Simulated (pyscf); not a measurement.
A first-order saddle from PySCF, ωB97X-D3(BJ)/def2-SVP:

```xyz
6

F     -0.5216     0.1234     1.2472
Ga    -0.0805     0.7441    -0.4442
F      1.1459     1.9689    -0.4344
F     -1.4033     0.7377    -1.5647
Cl     0.9089    -1.4161    -0.3113
H      0.1835    -0.9555     0.8387
```

Surface: singlet, charge 0. Lowest wavenumbers (cm⁻¹): 478i, 107, 162, 175, 201.

Which two sides does it connect, and which bonds change?

F–Ga(F)–F + hydrogen chloride (HCl) <-> hydrogen fluoride (HF) + F–Ga(F)–Cl, a four-centre exchange read from left to right: F–Ga, Cl–H broken and F–H, Cl–Ga formed. At CCSD(T)/def2-TZVPP + ΔMP2(QZVPP) it lies -0.28 eV from the left side and +0.12 eV from the right (each side as separated species at their lowest minima found). On the reactant side the descent ends in an adduct with a Cl–Ga contact, 0.60 eV under the separated species and 0.19 eV under the saddle at ωB97X-D3(BJ)/def2-TZVP. On the product side the descent ends in an adduct with a F–Ga contact, 0.54 eV under the separated species and 0.57 eV under the saddle at ωB97X-D3(BJ)/def2-TZVP. At CCSD(T) the saddle lies under the separated reactants, which points to a path from their complex (located at ωB97X-D3(BJ) alone). What is counted as formed (Cl–Ga) is already present as a longer contact in the reactant adduct; forming that adduct is a step of its own. What is counted as broken (F–Ga) persists as a longer contact in the product adduct; parting that adduct is a step of its own. At ωB97X-D3(BJ) the barrier from the zero used here is -0.41 eV. One saddle was located; it need not be the lowest between these sides. The CCSD(T) − MP2 part came from Ansatz, without density fitting, on the same reference. The frozen core leaves the outer d or s,p core shells of the metals and heavy elements correlated in the MP2 and CC values, and def2-TZVPP describes them poorly, which can shift differences by a few kcal/mol. Elements up to Kr have no core potential and no relativistic terms here.
